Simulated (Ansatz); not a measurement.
The input, for Ansatz 0.2.0:

```yaml
crystal:
  periodic: [false, false, false]
  atoms:
    - {symbol: N, position_ang: [-1.117434, -0.019092, -0.029716]}
    - {symbol: H, position_ang: [-1.414714, 0.948742, -0.029716]}
    - {symbol: H, position_ang: [-1.414713, -0.421390, 0.850543]}
    - {symbol: H, position_ang: [0.101566, -0.019092, -0.029716]}
    - {symbol: B, position_ang: [1.354566, -0.019092, -0.029716]}
    - {symbol: H, position_ang: [1.863639, -0.019092, 1.047292]}
    - {symbol: H, position_ang: [1.863639, -0.019092, -1.106725]}
basis:
  gaussian: {orbitals: cc-pVDZ}
magnetization: {spin_polarized: true, initial_magnetization: 1}
hamiltonian: {xc: {name: r2SCAN0}}
```

```sh
$ ansatz run in.yaml --threads 1 --pin off --events-out ev --progress --plain --max-ram 2816MiB --backend cpu
```

Roughly how long does this take on 1 thread of AMD EPYC 7R13, shared host, and how much host memory?

2.3 s wall and 0.19 GiB.

```
642 factors; their error is unknown
mean field evaluation 1: about -2238.2294 eV, gradient 2.9e1 eV
mean field evaluation 2: about -2224.5163 eV, gradient 5.5e1 eV
mean field evaluation 4: about -2241.9125 eV, gradient 1.8e0 eV
mean field evaluation 8: about -2241.9572 eV, gradient 1.0e-1 eV
mean field evaluation 16: about -2241.9469 eV, gradient 3.3e-3 eV
mean field -2241.94689789 eV, -82.3900288513 hartree, gradient 3.9e-5 eV, S^2 0.759267; 2 other end points of the search recorded, 0 dependent functions left out
reference -2241.94690563 eV, -82.3900291359 hartree; 9, 8 occupied and 44, 45 virtual orbitals, 642 factors
Total energy: -2241.94690563 eV, -82.3900291359 hartree
```
